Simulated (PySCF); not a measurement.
Gas-phase reaction: 2 BH₂F ⇌ 2 BH + 2 F + H₂, at 500 K and a standard pressure of 1 bar. Level: PBE0/def2-SVP†.

Energies from PySCF, thermal terms from the rigid-rotor harmonic-oscillator model, ideal gas at 1 bar. † marks an energy on the PBE0/def2-TZVP geometry and frequencies. Open shells (unrestricted): F (multiplicity 2, electronic degeneracy 6); the rest are closed-shell singlets. Spin-orbit splitting is ignored; it lowers the true energy and changes the entropy of F. BH₂F: computed as isolated molecules; such fragments, hydroxides, amides, oligomers or adducts are transient or little studied in the gas. The harmonic model lacks anharmonicity and excited electronic states, which grow with temperature; levels with a mode under 35 cm⁻¹ are left out.

```csv
species,E (Ha),H(500 K) − E (kJ/mol),S°(500 K) (J/mol/K)
BH₂F,-125.68853,77.9,244.4
BH,-25.21769,28.5,186.9
F,-99.54906,10.4,171.2
H₂,-1.16365,40.9,145.5
```
E: electronic energy; H − E holds the zero-point and thermal terms. 1 Ha = 2625.5 kJ/mol.

Question: Work out ΔH°, ΔS°, ΔG° and log10 K from these numbers.

Answer: 1. ΔE = 2×(-25.21769) + 2×(-99.54906) + 1×(-1.16365) − 2×(-125.68853) = 0.67991 Ha = 1785.1 kJ.
2. Δ(H − E) = 2×(28.5) + 2×(10.4) + 1×(40.9) − 2×(77.9) = -37.1 kJ, so ΔH° = 1748.0 kJ.
3. ΔS° = 2×(186.9) + 2×(171.2) + 1×(145.5) − 2×(244.4) = 372.9 J/K; the number of gas molecules changes by +3.
4. ΔG° = ΔH° − TΔS° = 1748.0 − 500×(372.9)/1000 = 1561.5 kJ.
5. log10 K = −ΔG°/(RT ln 10) = -163.17, with RT ln 10 = 9.57 kJ/mol; at standard pressures the reactants are favoured.
6. A shift of 10 kJ in ΔE would move log10 K by 1.04 here.
For scale, ΔH°(298 K) is 1739 kJ at this level, 1677 kJ at ωB97M-V/def2-TZVP†, and runs from 1378 to 1960 kJ over the 20 levels computed.
